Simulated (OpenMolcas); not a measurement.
# Si2NH7 (SMILES [SiH3]N[SiH3]) at 6 levels

Aim: a comparison of 6 runs (HF/6-31G*, B3LYP/6-31G*, BHLYP/6-31G*, SVWN5/6-31G*, r2SCAN/6-31G*, MP2/6-31G*) of Si2NH7. 

The results are computed with OpenMolcas 26.06.

## Step 1: The structure to begin with

The species is Si2NH7 (10 atoms), meant as a singlet with charge 0. SMILES: `[SiH3]N[SiH3]`. The shape is that of a PBE0-D4/def2-TZVP optimisation.

Bond lengths: Si1–N2 1.726 Å, N2–Si3 1.726 Å, Si1–H4 1.484 Å, Si1–H5 1.490 Å, Si1–H6 1.488 Å, N2–H7 1.011 Å, Si3–H8 1.484 Å, Si3–H9 1.488 Å, Si3–H10 1.490 Å. Some angles: Si1–N2–Si3 128.9°, Si1–N2–H7 115.5°, Si3–N2–H7 115.5°, N2–Si1–H4 107.4°, N2–Si1–H5 112.6°, N2–Si1–H6 110.9°, N2–Si3–H8 107.4°, N2–Si3–H9 110.9°, N2–Si3–H10 112.6°, H4–Si1–H5 109.0°.

## Step 2: Energy and gradient at HF/6-31G(d) (spherical functions) (run 1)

File calc.inp:

```
>>> EXPORT MOLCAS_PRINT=2

&gateway
 baslib=$CurrDir
 basisset
 Si.6-31Gs....
 Si1 -1.042800 0.758390 -0.879990 angstrom
 Si3 0.995830 -0.935260 0.755390 angstrom
 End of Basis
 basisset
 N.6-31Gs....
 N2 0.119990 0.500410 0.368670 angstrom
 End of Basis
 basisset
 H.6-31Gs....
 H4 -1.373610 -0.567260 -1.458240 angstrom
 H5 -0.532280 1.645360 -1.962590 angstrom
 H6 -2.274280 1.393560 -0.336440 angstrom
 H7 0.361990 1.317290 0.912940 angstrom
 H8 0.403090 -2.042290 -0.034740 angstrom
 H9 0.897240 -1.243020 2.208320 angstrom
 H10 2.444830 -0.827180 0.426680 angstrom
 End of Basis

&seward

&scf
 thresholds=1e-10 1e-07 1e-07 1e-05
 prorbitals=1

&alaska
```

The basis set 6-31G* is read from a file made from the Basis Set Exchange's data (not shown).

Command:

```
$ export MOLCAS_MEM=1860
$ pymolcas calc.inp > calc.log
```

What it wrote:

```text
--- Start Module: gateway ---
[...]
--- Stop Module: gateway /rc=_RC_ALL_IS_WELL_ ---
[...]
      Basis functions           64
[...]
--- Start Module: scf ---
[...]
       Convergence after  12 Iterations
[...]
::    Total SCF energy                               -636.3845409800
[...]
      Total spin, S                                     0.0000000000
[...]
      Total electronic charge=   42.000000
      Total            charge=   -0.000000
[...]
      Dipole Moment (debye):
      Origin of the operator (angstrom)=    0.0038    0.0225    0.0186
                   X=  2.4432E-01               Y=  7.7858E-01               Z=  5.0182E-01           Total=  9.5797E-01
      Quadrupole Moment (debye*angstrom):
[...]
--- Stop Module: scf /rc=_RC_ALL_IS_WELL_ ---
--- Start Module: alaska ---
[...]
 *              Molecular gradients               *
 **************************************************
  Irreducible representation: a
 ------------------------------------------------------------------------------------------
                              X                       Y                       Z
 ------------------------------------------------------------------------------------------
  SI1               5.77934557269089E-03   -1.53609301321112E-03    5.48779743844108E-03
  SI3              -4.03698973851085E-03    6.61919601807526E-03   -2.39049988331086E-03
  N2               -2.66341746420107E-03   -8.22267211936900E-03   -5.19621101871648E-03
  H4               -3.40399195673413E-04   -4.67932205369914E-03   -1.12012298842945E-03
  H5                1.81569401426973E-03    2.59205261288153E-03   -3.08839883522660E-03
  H6               -3.49980203579303E-03    1.74758591907165E-03    1.98604391289381E-03
  H7                1.95177880119157E-03    6.32944326790374E-03    4.11852677165392E-03
  H8               -2.60826359801269E-03   -2.79340279503693E-03   -2.94441311940341E-03
[...]
--- Stop Module: alaska /rc=_RC_ALL_IS_WELL_ ---
[...]
```

Run time: 3.6 s. Hardware: 1 thread of Intel Xeon 6975P-C (Granite Rapids), shared host; peak memory 0.4 GiB.

## Step 3: Energy and forces at B3LYP/6-31G(d) (spherical functions) (run 2)

File run.inp:

```
&GATEWAY
  BasLib=$CurrDir
  Coord
  10
  angstrom
  Si      -1.042800       0.758390      -0.879990
  N        0.119990       0.500410       0.368670
  Si       0.995830      -0.935260       0.755390
  H       -1.373610      -0.567260      -1.458240
  H       -0.532280       1.645360      -1.962590
  H       -2.274280       1.393560      -0.336440
  H        0.361990       1.317290       0.912940
  H        0.403090      -2.042290      -0.034740
  H        0.897240      -1.243020       2.208320
  H        2.444830      -0.827180       0.426680
  Basis=6-31Gs
  Group=NoSym

&SEWARD
  GridInput
  Grid=UltraFine
  End of Grid

&SCF
  KSDFT=B3LYP
  Thresholds=1e-10 1e-07 1e-07 1e-05
  PrOrbitals=0

&ALASKA
```

The basis set 6-31G* is read from a file made from the Basis Set Exchange's data (not shown).

Command:

```
$ export MOLCAS_MEM=1860
$ pymolcas run.inp > run.log
```

What it wrote:

```text
--- Start Module: gateway ---
[...]
--- Stop Module: gateway /rc=_RC_ALL_IS_WELL_ ---
[...]
      Basis functions           64
[...]
--- Start Module: scf ---
[...]
       Convergence after  12 Iterations
[...]
::    Total KS-DFT energy                            -637.9732369890
[...]
      Total spin, S                                     0.0000000000
[...]
      Total electronic charge=   42.000000
      Total            charge=   -0.000000
[...]
      Dipole Moment (debye):
      Origin of the operator (angstrom)=    0.0038    0.0225    0.0186
                   X=  2.2518E-01               Y=  7.5065E-01               Z=  4.9676E-01           Total=  9.2788E-01
      Quadrupole Moment (debye*angstrom):
[...]
--- Stop Module: scf /rc=_RC_ALL_IS_WELL_ ---
[...]
--- Start Module: alaska ---
[...]
 *              Molecular gradients               *
 **************************************************
  Irreducible representation: a
 ------------------------------------------------------------------------------------------
                              X                       Y                       Z
 ------------------------------------------------------------------------------------------
  SI1               5.01766075073284E-03   -1.64957360191931E-03    5.39015712916679E-03
  N2                1.35637373628761E-04   -1.28721012611965E-03   -1.50318423123696E-03
  SI3              -4.15871046473271E-03    5.97510477418162E-03   -1.97697616112613E-03
  H4                3.88848218586535E-04   -7.54546540204792E-05    4.12832697422427E-04
  H5                5.64016805890244E-04   -4.63355500450291E-04    1.00694385047495E-03
  H6                8.82066227331002E-04   -4.16511754311788E-04    4.01443528304846E-04
  H7               -1.15734352071617E-03   -4.03874092523493E-03   -2.74247117316673E-03
  H8               -2.82229663537192E-04    4.81092661448912E-04   -1.25785340610918E-04
[...]
--- Stop Module: alaska /rc=_RC_ALL_IS_WELL_ ---
[...]
```

Wall time 20 s (1 thread of Intel Xeon 6975P-C (Granite Rapids), shared host); peak memory 0.4 GiB.

Run 3 isn't shown in full; the table further down has it.

## Step 4: Energy and gradient at SVWN5/6-31G(d) (spherical functions) (run 4)

File mol.inp:

```
>>> EXPORT MOLCAS_PRINT=2

&GATEWAY
  BasLib=$CurrDir
  BasisSet
  Si.6-31Gs....
  Si1 -1.042800 0.758390 -0.879990 angstrom
  Si3 0.995830 -0.935260 0.755390 angstrom
  End of Basis
  BasisSet
  N.6-31Gs....
  N2 0.119990 0.500410 0.368670 angstrom
  End of Basis
  BasisSet
  H.6-31Gs....
  H4 -1.373610 -0.567260 -1.458240 angstrom
  H5 -0.532280 1.645360 -1.962590 angstrom
  H6 -2.274280 1.393560 -0.336440 angstrom
  H7 0.361990 1.317290 0.912940 angstrom
  H8 0.403090 -2.042290 -0.034740 angstrom
  H9 0.897240 -1.243020 2.208320 angstrom
  H10 2.444830 -0.827180 0.426680 angstrom
  End of Basis

&SEWARD
  GridInput
  Grid=UltraFine
  End of Grid

&SCF
  KSDFT=SVWN5
  Thresholds=1e-10 1e-07 1e-07 1e-05
  PrOrbitals=1 1

&ALASKA
```

The basis set 6-31G* is read from a file made from the Basis Set Exchange's data (not shown).

Command:

```
$ export MOLCAS_MEM=1860
$ pymolcas mol.inp > mol.log
```

What it wrote:

```text
--- Start Module: gateway ---
[...]
--- Stop Module: gateway /rc=_RC_ALL_IS_WELL_ ---
[...]
      Basis functions           64
[...]
--- Start Module: scf ---
[...]
       Convergence after  16 Iterations
[...]
::    Total KS-DFT energy                            -635.0877846926
[...]
      Total spin, S                                     0.0000000000
[...]
      Total electronic charge=   42.000000
      Total            charge=   -0.000000
[...]
      Dipole Moment (debye):
      Origin of the operator (angstrom)=    0.0038    0.0225    0.0186
                   X=  2.1754E-01               Y=  7.4744E-01               Z=  5.0295E-01           Total=  9.2679E-01
      Quadrupole Moment (debye*angstrom):
[...]
--- Stop Module: scf /rc=_RC_ALL_IS_WELL_ ---
[...]
--- Start Module: alaska ---
[...]
 *              Molecular gradients               *
 **************************************************
  Irreducible representation: a
 ------------------------------------------------------------------------------------------
                              X                       Y                       Z
 ------------------------------------------------------------------------------------------
  SI1              -2.33688910449459E-03   -1.67788521086010E-05   -1.71630527640509E-03
  SI3               8.39105325793454E-04   -2.65264710337298E-03    8.22139568580127E-04
  N2                2.78910339952265E-03    7.18798937048248E-03    3.96604591382133E-03
  H4                9.63020189330699E-04    5.05074048399656E-03    1.87463138522359E-03
  H5               -1.04200583492031E-03   -3.23396996675163E-03    4.63414851382105E-03
  H6                4.90803901490411E-03   -2.33579970248532E-03   -1.43275650508023E-03
  H7               -2.94894135781387E-03   -1.01240370347626E-02   -6.81058218230035E-03
  H8                2.44199138140133E-03    3.81767980693359E-03    3.06654293443742E-03
[...]
--- Stop Module: alaska /rc=_RC_ALL_IS_WELL_ ---
[...]
```

It took 15 s on 1 thread of Intel Xeon 6975P-C (Granite Rapids), shared host; peak memory 0.4 GiB.

Run 5 isn't shown in full; the table further down has it.

## Step 5: The energy at MP2/6-31G(d) (spherical functions) (run 6)

File job.input:

```
* H7NSi2 MP2

&GATEWAY
  BasLib = $CurrDir
  Coord
  10
  angstrom
  Si      -1.042800       0.758390      -0.879990
  N        0.119990       0.500410       0.368670
  Si       0.995830      -0.935260       0.755390
  H       -1.373610      -0.567260      -1.458240
  H       -0.532280       1.645360      -1.962590
  H       -2.274280       1.393560      -0.336440
  H        0.361990       1.317290       0.912940
  H        0.403090      -2.042290      -0.034740
  H        0.897240      -1.243020       2.208320
  H        2.444830      -0.827180       0.426680
  Basis = 6-31Gs
  Group = NoSym

&SEWARD

&SCF
  Thresholds = 1e-10 1e-07 1e-07 1e-05
  PrOrbitals = 1 1

&MBPT2
  Frozen = 11
```

The basis set 6-31G* is read from a file made from the Basis Set Exchange's data (not shown).

Command:

```
$ export MOLCAS_MEM=1860
$ pymolcas job.input > job.log
```

What it wrote:

```text
--- Start Module: gateway ---
[...]
--- Stop Module: gateway /rc=_RC_ALL_IS_WELL_ ---
[...]
      Basis functions           64
[...]
--- Start Module: scf ---
[...]
       Convergence after  12 Iterations
[...]
::    Total SCF energy                               -636.3845409800
[...]
      Total spin, S                                     0.0000000000
[...]
      Total electronic charge=   42.000000
      Total            charge=   -0.000000
[...]
      Dipole Moment (debye):
      Origin of the operator (angstrom)=    0.0038    0.0225    0.0186
                   X=  2.4432E-01               Y=  7.7858E-01               Z=  5.0182E-01           Total=  9.5797E-01
      Quadrupole Moment (debye*angstrom):
[...]
--- Stop Module: scf /rc=_RC_ALL_IS_WELL_ ---
--- Start Module: mbpt2 ---
[...]
WARNING!
Default frozen orbitals as non valence orbitals is overwritten by user input.
Default values:   5
[...]
       Reference weight ( Cref**2 )         =        0.89321
::    Total MBPT2 energy                             -636.7031433688
[...]
      Total MBPT2 calculations                           0.07      0.08
--- Stop Module: mbpt2 /rc=_RC_ALL_IS_WELL_ ---
[...]
```

Wall time 2.4 s (1 thread of Intel Xeon 6975P-C (Granite Rapids), shared host); peak memory 0.4 GiB.

## Step 6: All runs side by side

| run | level | integration grid | task | energy (Eh) | dipole moment (D) of the reference | HOMO energy (eV) | LUMO energy (eV) | wall time |
| --- | --- | --- | --- | --- | --- | --- | --- | --- |
| 1 | HF/6-31G* (spherical functions) | – | gradient | -636.384541 | 0.96 | -10.65 | 3.56 | 3.6 s |
| 2 | B3LYP/6-31G* (spherical functions) | UltraFine | gradient | -637.973237 | 0.93 | -7.02 | 0.21 | 20 s |
| 3 | BHLYP/6-31G* (spherical functions) | UltraFine | gradient | -637.896073 | 0.92 | -8.56 | 1.30 | 19 s |
| 4 | SVWN5/6-31G* (spherical functions) | UltraFine | gradient | -635.087785 | 0.93 | -5.96 | -0.67 | 15 s |
| 5 | r2SCAN/6-31G* (spherical functions) | UltraFine | gradient | -637.835798 | 0.96 | -6.26 | -0.02 | 27 s |
| 6 | MP2/6-31G* (spherical functions) | – | energy | -636.703143 | 0.96 | -10.65 | 3.56 | 2.4 s |

## Step 7: Outcome

| quantity | value |
| --- | --- |
| run 6: total energy | -636.70314 Eh |
| run 6: dipole moment (mean-field density) | 0.96 D |
| run 6: HOMO energy (Hartree–Fock orbitals) | -10.65 eV |
| run 6: LUMO energy (Hartree–Fock orbitals) | 3.56 eV |
| run 6: HOMO–LUMO gap (Hartree–Fock orbitals) | 14.21 eV |
| run 6: correlation energy (11 core orbitals frozen) | -318.6 mEh |

**Reading.** Over runs 1, 2, 3, 4, 5 the dipole moment (its size) runs from 0.92 D (BHLYP/6-31G*) to 0.96 D (r2SCAN/6-31G*). Over runs 1, 2, 3, 4, 5 the HOMO–LUMO gap runs from 5.28 eV (SVWN5/6-31G*) to 14.21 eV (HF/6-31G*). Exact exchange widens orbital gaps. Totals of different functionals can't be ranked against each other. All runs together took 87 s, the longest 27 s.
